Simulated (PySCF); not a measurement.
# Static response to an electric field

Compound: C4H5Cl.
Geometry (PBE0-D3(BJ)/def2-SVP, Å), atoms numbered from 1 in this order:
```
atom  x, y, z in Å
C1     2.352   -0.154    0.215
C2     1.211   -0.201   -0.187
C3    -0.177   -0.242   -0.629
C4    -1.120    0.293    0.441
Cl5   -2.811    0.237   -0.124
H6     3.370   -0.118    0.558
H7    -0.298    0.351   -1.550
H8    -0.462   -1.276   -0.882
H9    -1.055   -0.305    1.360
H10   -0.886    1.337    0.688
```

Level: CAM-B3LYP/def2-SVPD (PySCF), static field, nuclei fixed, core orbitals frozen in the response. The polarisability tensor in these axes (au):

```
x   86.72 -1.30  6.73
y   -1.30 47.75  0.91
z    6.73  0.91 51.14
```

Diagonalise the tensor; give its mean and Δα, where Δα² is half the sum of the squared differences of the eigenvalues.

Principal values 47.24, 50.38 and 87.99 au; mean 61.87 au = 9.17 Å³ = 10.20 × 10⁻⁴⁰ C²·m²/J; Δα = 39.27 au (63 % of the mean).

What is the dipole moment, and where does it point?

(1.45, 0.00, 0.38) D, 1.49 D in size, pointing from the negative to the positive side. Measured along this direction, the outermost atoms are Cl5 at the negative end and H6 at the positive end.

Rayleigh depolarisation ratio (linearly polarised light, static tensor)?

ρ = 3Δα²/(45ᾱ² + 4Δα²) = 4626.1/(172264 + 6168.2) = 0.0259.

What molar refraction does this α imply?

Lorentz–Lorenz: R = (4π/3)N_A α = 2.5225 cm³/(mol·Å³) × 9.17 Å³ = 23.1 cm³/mol, in the limit of long wavelengths.

What would n − 1 = 2πNα be for an ideal gas of these molecules at 273.15 K and 1 atm, electronic part alone?

N = p/kT = 2.6868 × 10¹⁹ cm⁻³, so n − 1 = 2π × N × 9.17 × 10⁻²⁴ cm³ = 1548 × 10⁻⁶ at long wavelengths, for an ideal gas.

Geometry: PBE0-D3(BJ)/def2-SVP, one conformer, isolated molecule.

These values come from a run that also computed excited states and ΔSCF ions. Time: 76 s of wall time; peak memory 0.65 GiB. Hardware: an Intel Xeon Platinum 8488C with one thread, no GPU, shared host.
